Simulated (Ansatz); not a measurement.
Geometry optimisation, RKS B3LYP-D4/6-31G* in Ansatz.

Input file:

```yaml
crystal:
  periodic: [false, false, false]
  atoms:
    - { symbol: B, position_ang: [-0.094502, -0.454493, -0.505053] }
    - { symbol: C, position_ang: [-0.009273, -0.200868, 2.28782] }
    - { symbol: H, position_ang: [-0.89074, -0.191236, 2.937913] }
    - { symbol: H, position_ang: [0.862458, -0.549897, 2.851591] }
    - { symbol: H, position_ang: [0.175869, 0.807344, 1.914904] }
    - { symbol: C, position_ang: [1.381969, -0.069865, -0.872208] }
    - { symbol: H, position_ang: [2.074478, -0.914981, -0.95228] }
    - { symbol: H, position_ang: [1.409661, 0.494544, -1.816268] }
    - { symbol: H, position_ang: [1.78558, 0.624147, -0.117708] }
    - { symbol: H, position_ang: [-0.961748, 0.370179, -0.52307] }
    - { symbol: H, position_ang: [-0.413167, -1.580294, -0.271983] }
    - { symbol: H, position_ang: [-0.196286, -0.90668, 1.458444] }
basis:
  gaussian: { orbitals: "6-31G*" }
hamiltonian:
  xc: b3lyp
  dispersion: d4
relax:
  f_tol: 0.03
  max_steps: 50
```

Run as:

```bash
$ ansatz run input.yaml --threads 1 --pin off --max-ram 2048MiB --backend cpu --events-out ev --progress --plain --runs-dir out
```

Q: Where does it end, and by what steps?

A: It converged. The force dipped under the threshold on the way, but the program's further checks kept it going. After 22 steps the energy has fallen by 0.119 eV; H3 moved furthest, 0.61 Å.

```csv
step,energy less start (eV),largest force component (eV/Å),accepted
0,0.0000,0.417,yes
1,-0.0669,0.292,yes
2,-0.0889,0.422,yes
3,-0.0998,0.244,yes
4,-0.1014,0.480,yes
5,-0.1097,0.055,yes
6,-0.1125,0.032,yes
7,-0.0937,0.815,no
8,-0.1133,0.119,yes
9,-0.1114,0.186,no
10,-0.1152,0.025,yes
11,-0.1160,0.060,yes
12,-0.1165,0.145,yes
13,-0.1171,0.094,yes
14,-0.1178,0.022,yes
15,-0.1134,0.378,no
16,-0.1182,0.084,yes
17,-0.1176,0.120,no
18,-0.1187,0.020,yes
19,-0.1188,0.032,yes
20,-0.1189,0.042,yes
21,-0.1190,0.036,yes
22,-0.1192,0.026,yes
```

```xyz
12
Properties=species:S:1:pos:R:3
B -0.119 -0.338 -0.749
C -0.021 -0.279 2.453
H -0.528 -0.292 3.422
H 1.053 -0.430 2.596
H -0.192 0.688 1.969
C 1.409 -0.034 -0.836
H 2.053 -0.810 -0.408
H 1.636 -0.018 -1.919
H 1.706 0.947 -0.450
H -0.929 0.545 -0.759
H -0.522 -1.467 -0.756
H -0.422 -1.084 1.830
```

Whether the end is a true minimum wasn't checked by a vibrational analysis.

Run time: 20 s on 1 thread of AMD EPYC 9R45 96-Core Processor (Zen 5), with other jobs on the host, peak memory 0.14 GiB.
